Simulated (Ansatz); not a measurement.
## One element changed: bond dissociation energies of SiH2, GeH2

Ansatz 0.2.0, basis cc-pVTZ; geometries are PBE0/def2-TZVP minima. Wave-function levels freeze the cores with the filled d shells of p-block atoms; HF, MP2 and coupled cluster are restricted for singlets and unrestricted otherwise, atoms included (their steps beyond CCSDT(Q) come from restricted open-shell runs), restricted open-shell where a d shell is frozen. NEVPT2 and MRCISD+Q stand on CASSCF in the full valence space, and MRCISD+Q is size-consistent only roughly. The reference is full CI, exact within the basis. An error is the level's value less the reference. None of these values is a measured one. Energies are electronic, without zero-point terms. No spin–orbit coupling and no scalar relativity. The species are chosen: bound, without strong static correlation by their natural occupations or amplitudes, in their lowest spin state as far as vertical gaps and like structures tell, and with a ladder that closes on the reference, so errors are smaller than for species at large; levels whose determinant breaks symmetry or spin markedly are left out.

| species | bonds (Å) | quantity | symmetry of the states | reference | value (kcal/mol) | error CCSD(T) | error CCSDT | error CCSDT(Q) | error NEVPT2 | error MRCISD+Q |
| --- | --- | --- | --- | --- | --- | --- | --- | --- | --- | --- |
| SiH2, singlet | Si–H 1.526, angle at Si 91° | Si–H bond energy, to SiH (doublet) + H | A1 / Π | full CI | 78.1 | -0.1 | -0.1 | 0.0 | -3.5 | -0.5 |
| GeH2, singlet | Ge–H 1.594, angle at Ge 91° | Ge–H bond energy, to GeH (doublet) + H | A1 / Π | full CI | 72.2 | -0.1 | -0.1 | 0.0 | -3.0 | -0.2 |

The reference falls from Si to Ge, by 5.9 kcal/mol in all.
